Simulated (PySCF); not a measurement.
# Level of theory and adiabatic energies of losing or gaining an electron: methyl fluoride

Structure: `CF` (CH3F).

All levels share the PBE0-D3(BJ)/def2-SVP structures and the PBE0-D3(BJ)/def2-SVP thermal terms; only the single-point energies (PySCF) change. Values are adiabatic energies of losing or gaining an electron (0 K, eV).

```
                              level  ionisation energy to the radical cation  abs. error   time
                    HF/ma-def2-TZVP                                    11.77        0.76  1.4 s
                  OPBE/ma-def2-TZVP                                    11.91        0.63  9.2 s
                PBE0-D3(BJ)/cc-pVDZ                                    11.95        0.58  3.2 s
                   LDA/ma-def2-TZVP                                    11.98        0.55   28 s
           BLYP-D3(BJ)/ma-def2-TZVP                                    11.98        0.55  8.8 s
  TPSS-D3(BJ)/ma-def2-TZVP (grid 3)                                    12.05        0.48   19 s
r2SCAN-D3(BJ)/ma-def2-TZVP (grid 3)                                    12.07        0.46   17 s
           BP86-D3(BJ)/ma-def2-TZVP                                    12.09        0.45  8.9 s
                 PBE0-D3(BJ)/6-31G*                                    12.10        0.44  2.6 s
 TPSSh-D3(BJ)/ma-def2-TZVP (grid 3)                                    12.12        0.41   16 s
              PBE0-D3(BJ)/def2-QZVP                                    12.15        0.38   17 s
            PBE0-D3(BJ)/def2-QZVPPD                                    12.16        0.38   23 s
            PBE0-D3(BJ)/aug-cc-pVDZ                                    12.16        0.38  3.9 s
            PBE0-D3(BJ)/aug-cc-pVTZ                                    12.16        0.37   12 s
        PBE0-D3(BJ)/jun-cc-pV(T+d)Z                                    12.16        0.37    8 s
             PBE0-D3(BJ)/def2-TZVPD                                    12.16        0.37  5.4 s
           PBE0-D3(BJ)/ma-def2-TZVP                                    12.17        0.37      –
                 HSE06/ma-def2-TZVP                                    12.17        0.36   10 s
        PBE0-D3(BJ)/6-311++G(2d,2p)                                    12.19        0.34  4.2 s
              PBE0-D3(BJ)/def2-SVPD                                    12.20        0.34  3.6 s
                 B97-2/ma-def2-TZVP                                    12.20        0.33  5.3 s
            PBE0-D3(BJ)/aug-pcseg-1                                    12.21        0.32  3.9 s
              PBE0-D3(BJ)/6-311+G**                                    12.23        0.31  3.4 s
            PBE0-D3(BJ)/ma-def2-SVP                                    12.23        0.31  2.9 s
          M06/ma-def2-TZVP (grid 3)                                    12.27        0.26   17 s
               LC-ωPBE/ma-def2-TZVP                                    12.32        0.21  9.2 s
      CAM-B3LYP-D3(BJ)/ma-def2-TZVP                                    12.34        0.19  5.6 s
                PBE0-D3(BJ)/6-31+G*                                    12.35        0.18  2.6 s
             BHandHLYP/ma-def2-TZVP                                    12.37        0.17  4.6 s
 ωB97M-D3(BJ)/ma-def2-TZVP (grid 3)                                    12.37        0.16   13 s
          ωB97X-D3(BJ)/ma-def2-TZVP                                    12.39        0.14  5.4 s
       M06-2X/ma-def2-TZVP (grid 3)                                    12.43        0.11   22 s
                  PBE0-D3(BJ)/6-31G                                    12.49        0.04  2.2 s
                         ATcT 1.112                                    12.53
```

Times are wall times for all single points of a level on 1 thread of Intel Xeon @ 2.80GHz, a shared host; the dash marks the run that also made the structures. BLYP, BP86, HSE06, LC-ωPBE, LDA, OPBE, TPSS, r2SCAN ran on a slower path of this set-up, which computes the density-fitting integrals anew in every SCF cycle while the other levels store them. So the times needn't show the usual order of cost, and those levels read slower than they are.

Hartree-Fock leaves out electron correlation, so its ionisation energies and electron affinities from energy differences mostly come out too low, often by 1 eV or more, where an electron pair is broken or made.

The spread: 0.72 eV, from 11.77 to 12.49.

A small basis comes closest here by cancellation of errors.
